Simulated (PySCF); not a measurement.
C₄H₁₀, SMILES CC(C)C.

Geometry optimised at B3LYP-D3(BJ)/def2-SVP.

The numbers are results of TDDFT-PBE/def2-SVPD (PySCF 2.14.0), not measurements.

Vertical excitations; the highest root listed may be one member of a degenerate set. The molecule is in vacuum. State labels are in the subgroup Cs.

```tsv
state	symmetry	energy (eV)	λ (nm)	f	main pairs
S1	A'	7.72	161	0.009	HOMO→LUMO 99 %
S2	A"	7.98	155	0.064	HOMO−1→LUMO (degenerate set)
S3	A'	7.98	155	0.064	HOMO−2→LUMO (degenerate set)
S4	A'	8.66	143	0.011	HOMO→LUMO+1 (degenerate set)
S5	A"	8.66	143	0.011	HOMO→LUMO+2 (degenerate set)
S6	A"	8.71	142	0.000	HOMO−3→LUMO 99 %
S7	A'	8.87	140	0.194	HOMO→LUMO+3 97 %
S8	A"	8.92	139	0.000	HOMO−1→LUMO+1 50 %, HOMO−2→LUMO+2 49 %
S9	A"	8.93	139	0.000	HOMO−2→LUMO+2, HOMO−1→LUMO+1 (degenerate set)
S10	A'	8.93	139	0.000	HOMO−1→LUMO+2, HOMO−2→LUMO+1 (degenerate set)
T1	A'	7.53	165	0	HOMO→LUMO 99 %
T2	A"	7.81	159	0	HOMO−1→LUMO (degenerate set)
T3	A'	7.81	159	0	HOMO−2→LUMO (degenerate set)
T4	A'	8.40	148	0	HOMO→LUMO+3 98 %
```
Triplets are in the Tamm–Dancoff approximation, which puts them higher than full response would, so one can lie above its singlet here.
